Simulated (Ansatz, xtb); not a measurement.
Two structures of BH4Si−

Structure X is a singlet given by its coordinates and structure Y is the triplet with the links of `[BH3-][SiH]`. Both are isolated ions in the gas phase, relaxed with B3LYP-D3(BJ)/def2-SVPD.

X (Å):

```xyz
6

B    -0.7874   -0.4107   -0.2237
Si    0.6807    0.6077    0.5993
H    -0.6895   -1.4931   -0.7831
H    -0.1095    0.5140   -0.9550
H     1.8540   -0.2741    0.0869
H    -1.9249    0.0274   -0.1051
```

Close contacts (Å): B1–Si2 1.97, B1–H3 1.22, B1–H4 1.36, B1–H6 1.22, Si2–H4 1.75, Si2–H5 1.55.

Y (Å):

| atom | x (Å) | y (Å) | z (Å) |
| --- | --- | --- | --- |
| B | -0.2671 | 2.7816 | -0.7900 |
| Si | -0.6301 | 1.2385 | 0.5829 |
| H | 0.2742 | 3.5683 | -0.0076 |
| H | 0.4908 | 2.3871 | -1.6719 |
| H | -1.3302 | 3.2054 | -1.2346 |
| H | -0.1892 | 1.4085 | 2.0408 |

Q: Which of the two would you expect CCSD(T)/def2-TZVPPD electronic energies to favour?

A: Structure X; the calculation gives E(Y) − E(X) = +0.828 eV.

How the difference moves with the method:

```
                 level                geometry  E(Y) − E(X) (eV)  departure from the last row (eV)  job, with rough time for the two
B3LYP-D3(BJ)/def2-SVPD  B3LYP-D3(BJ)/def2-SVPD              +0.788                            −0.041             optimisation, 1.8 min
        HF/def2-TZVPPD  B3LYP-D3(BJ)/def2-SVPD              +0.117                            −0.711           part of the CCSD(T) run
       MP2/def2-TZVPPD  B3LYP-D3(BJ)/def2-SVPD              +0.807                            −0.021           part of the CCSD(T) run
   CCSD(T)/def2-TZVPPD  B3LYP-D3(BJ)/def2-SVPD              +0.828                                                  single point, 80 s
```

None of the levels shown reverses the order. The largest departure from CCSD(T)/def2-TZVPPD is that of HF/def2-TZVPPD, 0.711 eV. Levels run at GFN2-xTB geometries aren't shown. The triplet state of Y needn't be its ground state.

With harmonic frequencies from B3LYP-D3(BJ)/def2-SVPD (ideal gas, rigid rotor, one conformer each, 298.15 K, 1 atm): the zero-point term adds −0.030 eV; ΔH is +0.825 and ΔG +0.729 eV.

Open shells are spin-unrestricted. The correlated steps freeze 6 core orbitals. ΔG holds the spin degeneracy. Mirror images aren't counted in ΔG. Run with Ansatz 0.2.0; the last row on 1 thread of Arm Neoverse V2 on a shared host.
